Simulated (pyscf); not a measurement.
PySCF, gas phase, ωB97X-D3(BJ)/def2-SVP geometries.

For the elementary gas-phase step Cl–CH₂–CH₂–Al(Cl)–Cl -> aluminium trichloride (Cl–Al(Cl)–Cl) + ethylene (H₂C=CH₂) (singlet surface; C–Cl, Al–C broken, Al–Cl formed), what barrier and reaction energy does ωB97M-D3(BJ)/def2-TZVP give, measured from the reactant's lowest minimum found?

ΔE‡ = 1.8 kcal/mol, ΔE = -8.9 kcal/mol. Zero-point energy shifts the barrier by -0.7 kcal/mol. It is an elimination, with an imaginary mode of 289i cm⁻¹. On the product side the descent ends in a bound adduct, 16.7 kcal/mol under the separated species and 23.6 kcal/mol under the saddle at ωB97X-D3(BJ)/def2-TZVP. What is counted as formed (Al–Cl) is already present as a longer contact in the reactant adduct; forming that adduct is a step of its own. Cl–CH₂–CH₂–Al(Cl)–Cl is closed by a dative Al–Cl contact. One saddle was located; it need not be the lowest between these sides.
